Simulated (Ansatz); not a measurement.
Input file:

```yaml
crystal:
  periodic: [false, false, false]
  atoms:
    - {symbol: Ge, position_ang: [0.000000, 0.000000, 0.000000]}
    - {symbol: Al, position_ang: [0.000000, 0.000000, 2.466944]}
basis:
  gaussian: {orbitals: STO-3G}
magnetization: {spin_polarized: false, initial_magnetization: 3}
correlation: {method: mp2, electrons: all}
```

```sh
$ ansatz run in.yaml --threads 1 --pin off --events-out ev --progress --plain --max-ram 2393MiB
```

The program prints:

```
264 factors; integrals over basis functions are off by at most 8.9e-6 eV
mean field evaluation 1: about -62330.1854 eV, gradient 9.3e0 eV
mean field evaluation 2: about -62330.1887 eV, gradient 9.3e0 eV
mean field evaluation 4: about -62331.3304 eV, gradient 1.4e0 eV
mean field evaluation 8: about -62331.4560 eV, gradient 8.1e-4 eV
mean field -62331.45596908 eV, -2290.6387570852 hartree, gradient 9.7e-7 eV, S^2 3.750000; 0 other end points of the search recorded, 0 dependent functions left out
mean field evaluation 16: about -62331.4290 eV, gradient 1.2e0 eV
mean field evaluation 32: about -62331.0673 eV, gradient 5.0e0 eV
reference -62331.45596908 eV, -2290.6387570852 hartree; 24, 21 occupied and 3, 6 virtual orbitals, 264 factors
second order -1.00132122 eV of doubles, -0.02234644 eV of singles
Total energy: -62332.47963673 eV, -2290.6763761778 hartree
```

Ran on 1 thread of Arm Neoverse V1, shared host: 0.39 s wall, 0.07 GiB peak host memory.
